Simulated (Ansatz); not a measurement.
## H₂NNa, SMILES [NH2][Na]: an active-space calculation

Program: Ansatz 0.2.0, Python API.

`cas_h2nna.py`:
```python
'''Static correlation in H2NNa: natural occupations of an active space.'''

import logging
import sys

import ansatz as az

logging.basicConfig(stream=sys.stdout, format='%(name)s: %(message)s')
log = logging.getLogger('calc')
log.setLevel(logging.INFO)

GEOMETRY = '''
N    -0.33640    0.22280    0.07650
Na    1.56380   -0.21720    0.78210
H    -0.96910   -0.61760    0.06230
H    -0.20280    0.55170   -0.94120
'''


def main() -> None:
    h2nna = az.Crystal.molecule()
    for line in GEOMETRY.strip().splitlines():
        symbol, *xyz = line.split()
        h2nna = h2nna.atom(symbol, [float(v) for v in xyz])

    calculation = (
        h2nna.calculation()
        .basis(gaussian='def2-SVP')
        .correlation(active_electrons=6, active_orbitals=7)
    )
    for method in ['sc_nevpt2']:
        r = (calculation if method is None else calculation.correlation(method)).run(threads=1, backend='cpu').report
        space = r['configurations']
        state = space['states'][0]
        print(method or 'casscf', f'total {r["free_energy_ev"] / 27.211386246:.6f} Ha, active-space state {state["energy"]["hartree"]:.6f} Ha, mean field {r["reference_energy_ev"] / 27.211386246:.6f} Ha')
        print('  determinants', state['n_determinants'], ' natural occupations', [round(n, 3) for n in space['natural_occupations']])


if __name__ == '__main__':
    main()
```

```console
$ python cas_h2nna.py
sc_nevpt2 total -217.514264 Ha, active-space state -217.409347 Ha, mean field -217.320032 Ha
  determinants 1225  natural occupations [1.971, 1.968, 1.966, 0.033, 0.029, 0.026, 0.006]
```

Reading the output:
- Total energies depend on the basis set; only differences at equal settings carry meaning.
- The geometry is a force-field or estimated start, not a minimum of this method, and the basis set is short of its limit. The active space starts as a window about the frontier orbitals and is then optimised, not chosen by chemistry.
- Hardware and time: 10 s on 1 thread of Arm Neoverse V1 (shared host), peak memory 0.16 GiB.
